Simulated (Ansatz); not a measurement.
fcc Au, treated with PBE in Ansatz (plane waves, PAW).

Settings: plane-wave cutoff 520 eV, 18×18×18 k mesh, Fermi–Dirac smearing 0.1 eV, perturbation theory, force constants from a 6×6×6 q mesh, scalar-relativistic PAW data made under PBE.

Computed at the level's own relaxed cell. Harmonic vibrational thermodynamics at fixed volume:

```
T (K)  S_vib (J/K per mol of atoms)  C_V (J/K per mol of atoms)  F_vib (eV/atom)
-----  ----------------------------  --------------------------  ---------------
0                              0.00                        0.00           0.0148
200                               …                           …                …
300                               …                           …                …
400                               …                           …                …
500                               …                           …                …
600                               …                           …                …
800                               …                           …                …
```

Task: What belongs in the gaps?

Result: 
- 200, S_vib (J/K per mol of atoms): 41.35
- 200, C_V (J/K per mol of atoms): 24.18
- 200, F_vib (eV/atom): -0.0324
- 300, S_vib (J/K per mol of atoms): 51.25
- 300, C_V (J/K per mol of atoms): 24.60
- 300, F_vib (eV/atom): -0.0807
- 400, S_vib (J/K per mol of atoms): 58.36
- 400, C_V (J/K per mol of atoms): 24.75
- 400, F_vib (eV/atom): -0.1377
- 500, S_vib (J/K per mol of atoms): 63.89
- 500, C_V (J/K per mol of atoms): 24.82
- 500, F_vib (eV/atom): -0.2012
- 600, S_vib (J/K per mol of atoms): 68.41
- 600, C_V (J/K per mol of atoms): 24.86
- 600, F_vib (eV/atom): -0.2698
- 800, S_vib (J/K per mol of atoms): 75.57
- 800, C_V (J/K per mol of atoms): 24.89
- 800, F_vib (eV/atom): -0.4194

The crystal is taken as a harmonic solid at every temperature: melting, phase changes and thermal expansion are not seen, nor the electrons' share in a metal.

Ansatz is a program for electronic structure.
